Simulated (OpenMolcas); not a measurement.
# SiNH3F− (SMILES N[SiH-]F) at 6 levels

Aim: a comparison of 6 runs (HF/def2-SVP, B3LYP/6-31G*, r2SCAN/aug-cc-pVDZ, ACPF/ANO-L-MB, SOS-MP2/cc-pVTZ) of SiNH3F−. 

Program for the calculation: OpenMolcas 26.06.

7 further runs of the same task are left out: 7 set aside as unsound or not needed.

### 1 The structure to begin with

SiNH3F−: 6 atoms, total charge -1, spin state singlet. As SMILES, `N[SiH-]F`. The shape is that of a GFN2-xTB optimisation. This is one conformer, not always the lowest.

Bond lengths: N1–Si2 1.786 Å, Si2–F3 1.719 Å, N1–H4 1.014 Å, N1–H5 1.021 Å, Si2–H6 1.560 Å. Angles: N1–Si2–F3 97.4°, N1–Si2–H6 102.8°, F3–Si2–H6 93.1°, Si2–N1–H4 111.3°, Si2–N1–H5 115.3°, H4–N1–H5 107.1°.

### 2 Energy and forces at HF/def2-SVP (run 1)

Input file mol.inp:

```
&GATEWAY
  BasLib = $CurrDir
  Coord
  6
  angstrom
  N       -0.706270       0.064100      -0.656360
  Si      -0.018400      -0.572650       0.864030
  F        1.343770      -1.362790       0.175370
  H       -1.421390       0.759670      -0.473570
  H       -0.032070       0.487510      -1.296370
  H        0.834370       0.624160       1.386900
  Basis = def2-SVP
  Group = NoSym

&SEWARD

&SCF
  Charge = -1
  Thresholds = 1e-10 1e-07 1e-07 1e-05
  PrOrbitals = 1 1

&ALASKA
```

The basis set def2-SVP is read from a file made from the Basis Set Exchange's data (not shown).

Run with:

```console
export MOLCAS_MEM=1860
pymolcas mol.inp > mol.log
```

Log:

```text
--- Start Module: gateway ---
[...]
--- Stop Module: gateway /rc=_RC_ALL_IS_WELL_ ---
[...]
      Basis functions           61
[...]
--- Start Module: scf ---
[...]
       Convergence after  17 Iterations
[...]
::    Total SCF energy                               -444.3832649045
[...]
      Total spin, S                                     0.0000000000
[...]
      Total electronic charge=   34.000000
      Total            charge=   -1.000000
[...]
      Dipole Moment (debye):
      Origin of the operator (angstrom)=    0.2266   -0.6114    0.2801
                   X= -6.8586E-02               Y=  1.4640E+00               Z= -2.2297E+00           Total=  2.6683E+00
      Center of Charge (angstrom)
[...]
--- Stop Module: scf /rc=_RC_ALL_IS_WELL_ ---
[...]
--- Start Module: alaska ---
[...]
 *              Molecular gradients               *
 **************************************************
  Irreducible representation: a
 ------------------------------------------------------------------------------------------
                              X                       Y                       Z
 ------------------------------------------------------------------------------------------
  N1               -1.92547536107135E-03   -1.56588380451694E-02    1.80581545232883E-02
  SI2              -1.11816385752874E-02    1.41208818078306E-02   -1.24276123574756E-02
  F3                9.23366208232146E-03   -2.03500757120523E-03   -2.37181004139053E-04
  H4               -2.91508186527523E-03    5.89446973303698E-03    2.48591512557095E-03
  H5                7.36420731592125E-03    3.50531595090420E-03   -8.32017384232708E-03
  H6               -5.75673596573179E-04   -5.82682187538142E-03    4.40897555032960E-04
 ------------------------------------------------------------------------------------------
--- Stop Module: alaska /rc=_RC_ALL_IS_WELL_ ---
[...]
```

Run time: 4.2 s. Hardware: 1 thread of Arm Neoverse V1, shared host; peak memory 0.4 GiB.

### 3 Energy and gradient at B3LYP/6-31G(d) (spherical functions) (run 2)

Input file job.inp:

```
&GATEWAY
  BasLib=$CurrDir
  Coord
  6
  angstrom
  N       -0.706270       0.064100      -0.656360
  Si      -0.018400      -0.572650       0.864030
  F        1.343770      -1.362790       0.175370
  H       -1.421390       0.759670      -0.473570
  H       -0.032070       0.487510      -1.296370
  H        0.834370       0.624160       1.386900
  Basis=6-31Gs
  Group=NoSym

&SEWARD
  GridInput
  Grid=UltraFine
  End of Grid

&SCF
  Charge=-1
  KSDFT=B3LYP
  Thresholds=1e-10 1e-07 1e-07 1e-05
  PrOrbitals=0

&ALASKA
```

The basis set 6-31G* is read from a file made from the Basis Set Exchange's data (not shown).

Run with:

```console
export MOLCAS_MEM=1860
pymolcas job.inp > job.log
```

Log:

```text
--- Start Module: gateway ---
[...]
--- Stop Module: gateway /rc=_RC_ALL_IS_WELL_ ---
[...]
      Basis functions           52
[...]
--- Start Module: scf ---
[...]
       Convergence after  16 Iterations
[...]
::    Total KS-DFT energy                            -445.9307348793
[...]
      Total spin, S                                     0.0000000000
[...]
      Total electronic charge=   34.000000
      Total            charge=   -1.000000
[...]
      Dipole Moment (debye):
      Origin of the operator (angstrom)=    0.2266   -0.6114    0.2801
                   X=  4.2647E-01               Y=  1.5003E+00               Z= -2.2793E+00           Total=  2.7619E+00
      Center of Charge (angstrom)
[...]
--- Stop Module: scf /rc=_RC_ALL_IS_WELL_ ---
[...]
--- Start Module: alaska ---
[...]
 *              Molecular gradients               *
 **************************************************
  Irreducible representation: a
 ------------------------------------------------------------------------------------------
                              X                       Y                       Z
 ------------------------------------------------------------------------------------------
  N1                2.11137806494044E-03   -2.02525261717645E-03    1.76405995995808E-02
  SI2              -1.16074449651036E-02    1.66339500920471E-02   -1.41179322520806E-02
  F3                8.92409808339423E-03   -9.92573333311597E-04   -6.63766740352401E-04
  H4                5.41768748550098E-03   -2.23168264098694E-03   -2.70287774023492E-06
  H5               -1.61355855994083E-03   -2.84901654700787E-03   -7.66307891369333E-04
  H6               -3.23216010880789E-03   -8.53542495360049E-03   -2.08988983802172E-03
 ------------------------------------------------------------------------------------------
--- Stop Module: alaska /rc=_RC_ALL_IS_WELL_ ---
[...]
```

It took 16 s on 1 thread of Arm Neoverse V1, shared host; peak memory 0.38 GiB.

Runs 3 to 4 aren't shown in full; the table further down has their settings and results.

### 4 The energy at ACPF/ANO-L-MB (run 5)

Input file struct.xyz:

```xyz
6

N     -0.706270     0.064100    -0.656360
Si    -0.018400    -0.572650     0.864030
F      1.343770    -1.362790     0.175370
H     -1.421390     0.759670    -0.473570
H     -0.032070     0.487510    -1.296370
H      0.834370     0.624160     1.386900
```

Input file run.inp:

```
* FH3NSi ACPF

&GATEWAY
 Coord=struct.xyz
 Basis=ANO-L-MB
 Group=NoSym

&SEWARD

&SCF
 Charge=-1
 S-GEK
 PrOrbitals=1 2

&MOTRA
 Frozen=7

&GUGA
 Electrons=20
 Spin=1
 Inactive=10
 Active=0
 CIAll=1

&CPF
 ACPF
```

Run with:

```console
export MOLCAS_MEM=800
pymolcas run.inp > run.log
```

Log:

```text
--- Start Module: gateway ---
[...]
--- Stop Module: gateway /rc=_RC_ALL_IS_WELL_ ---
[...]
      Basis functions           22
[...]
       Convergence after  13 Macro Iterations
[...]
::    Total SCF energy                               -444.4322033241
[...]
      Total spin, S                                     0.0000000000
[...]
      *** WARNING: Default frozen orbitals is overwritten by user input.
      *** Default values:   4
[...]
--- Start Module: guga ---
[...]
--- Stop Module: guga /rc=_RC_ALL_IS_WELL_ ---
--- Start Module: cpf ---
[...]
      Active orbitals                            0       0
[...]
      Spin quantum number                      0.0
[...]
     FINAL ACPF ENERGY        -444.53529383
     FINAL CORRELATION ENERGY   -0.10309050  REFERENCE ENERGY    -444.43220332
[...]
      Title:  ACPF natural orbitals
[...]
      Total electronic charge=   34.000000
      Total            charge=   -1.000000
[...]
      Dipole Moment (debye):
      Origin of the operator (angstrom)=    0.2266   -0.6114    0.2801
                   X=  2.3588E-01               Y=  1.3666E+00               Z= -1.6098E+00           Total=  2.1248E+00
      Quadrupole Moment (debye*angstrom):
[...]
--- Stop Module: cpf /rc=_RC_ALL_IS_WELL_ ---
[...]
```

Wall time 2.1 s (1 thread of Arm Neoverse V1, shared host).

### 5 The energy at SOS-MP2/cc-pVTZ (Cholesky decomposition) (run 6)

Input file mol.input:

```
>>> EXPORT MOLCAS_PRINT=2

&GATEWAY
 COORD
 6
 bohr
 N     -1.33465687     0.12113144    -1.24034064
 Si    -0.03477096    -1.08215167     1.63278006
 F      2.53935727    -2.57529987     0.33140127
 H     -2.68603782     1.43556825    -0.89491760
 H     -0.06060352     0.92126038    -2.44978426
 H      1.57673079     1.17949146     2.62086116
 BASIS=cc-pVTZ
 GROUP=NoSym

&SEWARD
 LOW

&SCF
 CHARGE=-1
 PRORBITALS=1 1

&MBPT2
 SOSMP2
 FROZEN=7
```

Run with:

```console
export MOLCAS_MEM=1860
pymolcas mol.input > mol.log
```

Log:

```text
--- Start Module: gateway ---
[...]
--- Stop Module: gateway /rc=_RC_ALL_IS_WELL_ ---
[...]
      Basis functions          136
[...]
--- Start Module: scf ---
[...]
       Convergence after  15 Iterations
[...]
::    Total SCF energy                               -444.6841820373
[...]
      Total spin, S                                     0.0000000000
[...]
      Total electronic charge=   34.000000
      Total            charge=   -1.000000
[...]
      Dipole Moment (debye):
      Origin of the operator (angstrom)=    0.2266   -0.6114    0.2801
                   X=  1.4407E-01               Y=  1.4400E+00               Z= -2.3323E+00           Total=  2.7448E+00
      Center of Charge (angstrom)
[...]
--- Stop Module: scf /rc=_RC_ALL_IS_WELL_ ---
[...]
--- Start Module: mbpt2 ---
[...]
WARNING!
Default frozen orbitals as non valence orbitals is overwritten by user input.
Default values:   4
[...]
::    Total MBPT2 energy                             -445.2725951680
[...]
--- Stop Module: mbpt2 /rc=_RC_ALL_IS_WELL_ ---
[...]
```

It took 12 s on 1 thread of Arm Neoverse V1, shared host.

### 6 All runs side by side

```csv
run,level,integration grid,Cartesian functions,energy (Eh),HOMO energy (eV),LUMO energy (eV),HOMO–LUMO gap (eV),wall time
1,HF/def2-SVP,–,no,-444.383265,-1.41,9.51,10.92,4.2 s
2,B3LYP/6-31G* (spherical functions),UltraFine,no,-445.930735,1.31,6.34,5.04,16 s
3,B3LYP/6-31G* (Cartesian functions),UltraFine,yes,-445.934773,1.30,6.30,5.00,17 s
4,r2SCAN/aug-cc-pVDZ,UltraFine,no,-445.882912,1.07,3.22,2.15,71 s
5,ACPF/ANO-L-MB,–,no,-444.535294,-1.74,12.05,13.79,2.1 s
6,SOS-MP2/cc-pVTZ (Cholesky decomposition),–,no,-445.272595,-1.55,8.34,9.89,12 s
```

### 7 Results

```
                                                    quantity          value
                                         run 6: total energy  -445.27260 Eh
                  run 6: HOMO energy (Hartree–Fock orbitals)       -1.55 eV
                  run 6: LUMO energy (Hartree–Fock orbitals)        8.34 eV
run 6: HOMO–LUMO gap (to an unbound level, set by the basis)        9.89 eV
          run 6: correlation energy (7 core orbitals frozen)     -588.4 mEh
```

What this shows: Over runs 1, 2, 3, 4 the HOMO–LUMO gap runs from 2.15 eV (r2SCAN/aug-cc-pVDZ) to 10.92 eV (HF/def2-SVP). The two ends differ in method and basis. The empty levels of an anion lie above zero and hang on the basis. Totals of different functionals can't be ranked against each other. In runs 2, 3, 4 the HOMO lies above zero, so the outermost electron may be held by the basis alone. In run 5 the basis is minimal, so the values are rough. All runs together took 2 min, the longest 71 s.
